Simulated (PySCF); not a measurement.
Shapes and spin states of Mg₂F⁺

These are results of PBE0 in PySCF with F def2-TZVP, Mg def2-TZVP; no relativity; density-fitted integrals, not measurements.

Relaxations began from a few typed shapes and spin states; open shells are unrestricted. The search is not exhaustive: other isomers or separated fragments can lie lower, and high-lying points may rest on an excited occupation.

| spin | group | bonds | angles | imaginary modes (cm⁻¹) | ΔE (kJ/mol) | ΔE with ZPE (kJ/mol) |
| --- | --- | --- | --- | --- | --- | --- |
| triplet | D∞h | F–Mg 1.896 Å (×2) | Mg–F–Mg 180.0° | none | 0.0 | 0.0 |
| singlet (closed shell, unstable to spin polarisation) | C2v | F–Mg 1.894 Å (×2), Mg–Mg 2.720 Å | F–Mg–Mg 44.1° (×2), Mg–F–Mg 91.8° | none | 26.4 | 26.4 |

The lowest minimum found is the triplet D∞h: F–Mg 1.896 Å (×2); Mg–F–Mg 180.0°.
